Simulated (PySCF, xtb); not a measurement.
dichloromethane cation (CH2Cl2), SMILES ClCCl (connectivity only; charge and spin as stated), charge +1, multiplicity 2.

Harmonic wavenumbers (cm⁻¹) from GFN2-xTB run with xtb at its own minimum, in rising order: 274, 622, 678, 681, 950, 1085, 1205, 2752, 2789.

**Question.** What does TPSSh-D3(BJ)/def2-TZVP run with PySCF give at its own minimum? (An estimate is asked for; the answer gives what the named calculation found.)

**Answer.** 306, 473, 684, 814, 1014, 1114, 1208, 2835, 2878. Paired by order, the mean absolute difference is 65 cm⁻¹ and the zero-point energies are 15.8 and 16.2 kcal/mol.
